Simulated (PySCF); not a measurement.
# Basis and Hamiltonian dependence of the ionisation energy of He

He 1s2 (1S) → He+ 1s1 (2S). All values are computed (PySCF 2.14, energy differences of UHF-based or UKS calculations, no spin-orbit coupling). Values in eV.

```
                                                         basis       Hamiltonian  functions     UHF     PBE    PBE0  MP2 (valence)  CCSD(T) (valence)
                                                    x2c-SVPall     spin-free X2C          5  23.443     n/a  24.394         24.125             24.308
                                              Sapporo-DZP-2012     spin-free X2C          5  23.443  24.382     n/a         24.185             24.380
                                                       cc-pVDZ  non-relativistic          5  23.444     n/a  24.395         24.146             24.326
                                                     def2-TZVP  non-relativistic          6  23.450  24.449  24.439         24.176             24.349
                                                    dyall-av2z  non-relativistic         13  23.446  24.465  24.446         24.234             24.415
                                                  ANO-RCC-VTZP     spin-free X2C         14  23.467  24.481  24.465         24.353             24.525
                                                       pcseg-2  non-relativistic         14  23.476     n/a  24.466         24.370             24.532
   x2c-TZVPPall with one added diffuse shell each of s, p type     spin-free X2C         18  23.450  24.468  24.450         24.358             24.518
                                                aug-cc-pVTZ-DK     spin-free X2C         23  23.463  24.472  24.456         24.378             24.536
                                                   dyall-acv3z  non-relativistic         29  23.448  24.467  24.448         24.377             24.534
                                                    dyall-av3z     spin-free X2C         29  23.447  24.467  24.448         24.377             24.534
x2c-QZVPPall with one added diffuse shell each of s, p, d type     spin-free X2C         39  23.450  24.469  24.450         24.418             24.563
                                                aug-cc-pVQZ-DK     spin-free X2C         46  23.448  24.468  24.448         24.421             24.564
                                                   aug-cc-pV5Z  non-relativistic         80  23.448  24.467  24.448         24.442             24.579
```

Extrapolation of CCSD(T) (valence) from aug-cc-pVTZ-DK and aug-cc-pVQZ-DK: the correlation parts are 1.073 and 1.116 eV; with the X⁻³ form and unrounded values, (4³ × 1.116 − 3³ × 1.073)/(4³ − 3³) = 1.148 eV, and adding the Hartree-Fock value 23.448 eV of the larger basis gives 24.596 eV.

Frozen in the all-electron rows: valence: nothing.

Reference for a calculation without spin-orbit coupling: 24.587 eV (measured, between term centres; NIST).
